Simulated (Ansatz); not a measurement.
Computed with Ansatz on PBE0-D4/def2-TZVP structures; ΔE is electronic, products minus reactants. CCSD(T)/CBS is the MP2 limit (def2-TZVPP, def2-QZVPP) plus CCSD(T) − MP2 in def2-TZVPP, frozen cores. This one scheme is used for every species. Functionals use def2-TZVPP. B3LYP here is the variant with VWN-RPA as its local correlation; programs differ in this. One conformer a species, not always the lowest.

Consider the hydrogenolysis of a C–C bond: `CC(=S)C(=N)F` + H₂ → `CC=S` + `N=CF`.

| level | ΔE (kJ/mol) | difference from CCSD(T)/CBS |
| --- | --- | --- |
| PBE-D4 | -19.5 | 8.2 |
| revPBE-D4 | -13.5 | 14.2 |
| B97M-V | -23.4 | 4.3 |
| PBE0-D4 | -25.3 | 2.4 |
| B3LYP-D4 | -26.6 | 1.1 |
| r2SCAN0-D4 | -24.7 | 3.0 |
| BHLYP-D4 | -33.8 | -6.1 |
| ωB97X-V | -28.9 | -1.2 |
| PBE-QIDH | -28.5 | -0.8 |
| revPBE | -35.9 | -8.2 |
| BLYP | -38.8 | -11.1 |
| BHLYP | -44.2 | -16.5 |
| MP2/def2-SVP | -8.7 | 19.0 |
| CCSD/def2-SVP | -24.0 | 3.7 |
| SCS-MP2/def2-TZVPP | -26.8 | 0.9 |
| HF/def2-QZVPP | -62.4 | -34.7 |
| CCSD(T)/CBS | -27.7 | 0 |

Largest T1 diagnostic among the species: 0.016.

From PBE to PBE0 (25 % exact exchange), in def2-TZVPP and without D4, ΔE moves by −4.7 kJ/mol. Leaving LDA and LC-ωPBE aside and taking each functional with its dispersion term where it has one, the values spread over 20.3 kJ/mol, from BHLYP-D4 to revPBE-D4. LDA lies +18.3 kJ/mol from PBE without D4.

CCSD(T)/CBS has its own doubt, a few kJ/mol and more with outer-core shells, so smaller differences from it don't rank the levels.
